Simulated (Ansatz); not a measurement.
A run of Ansatz (development build ahead of 0.2.0) on triplet SiC at this shape:

| atom | x (Å) | y (Å) | z (Å) |
| --- | --- | --- | --- |
| Si | 0.0000 | 0.0000 | 0.0000 |
| C | 0.0000 | 0.0000 | 1.7200 |

Its results:

| Property | Result |
| --- | --- |
| Converged | yes |
| Total energy | -326.63441 hartree |
| Spin squared of the determinant | 2.525 |
| Stability test | minimum |

(1) Which input gives this output? Name the method, the orbitals and the basis set, and write the input.

Results:

(1) UHF in pcseg-2.

```yaml
crystal:
  periodic: [false, false, false]
  atoms:
    - { symbol: Si, position_ang: [0.0, 0.0, 0.0] }
    - { symbol: C, position_ang: [0.0, 0.0, 1.72] }
basis:
  gaussian: { orbitals: pcseg-2 }
magnetization:
  spin_polarized: true
  initial_magnetization: 2
hamiltonian:
  xc: hf
```

Caution: the unrestricted determinant is spin contaminated.
